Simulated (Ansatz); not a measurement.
Two isomers of C6H12: A = `CC(C)=C(C)C`, B = `C=CC(C)CC`.

Calculated with Ansatz (gas phase, PBE0-D4/def2-TZVP geometries, no zero-point term in ΔE). CCSD(T)/CBS adds triple-zeta CCSD(T) − MP2 to the extrapolated MP2 energy (def2 sets, frozen cores). DFT in def2-TZVPP. B3LYP here is the variant with VWN-RPA as its local correlation; programs differ in this. Each species was taken in one conformer, which may not be the lowest.

Q: Which is lower in electronic energy at CCSD(T)/CBS, and by how much? (Estimate.)

A: Ansatz gave: B, by 1.9 kJ/mol. So small a gap doesn't settle the order.

Q: Give E(B) − E(A) in kJ/mol with r2SCAN-D4, CCSD(T)/def2-TZVPP, B2PLYP, HF/def2-TZVPP, B3LYP-D4, CCSD/def2-TZVPP, PBE-D4. (Estimate.)

A: Ansatz gave: r2SCAN-D4 6.7, CCSD(T)/def2-TZVPP -2.1, B2PLYP 0.9, HF/def2-TZVPP -14.9, B3LYP-D4 4.3, CCSD/def2-TZVPP -4.4, PBE-D4 10.7. The order is the other way round with r2SCAN-D4, B2PLYP, B3LYP-D4, PBE-D4.

Largest T1 diagnostic: 0.009.

In def2-TZVPP, CCSD(T) changes the Hartree–Fock value by +12.7 kJ/mol (the triples alone add +2.2 kJ/mol) and MP2 by +15.7 kJ/mol. From PBE to PBE0 (25 % exact exchange), in def2-TZVPP and without D4, E(B) − E(A) moves by −3.4 kJ/mol.
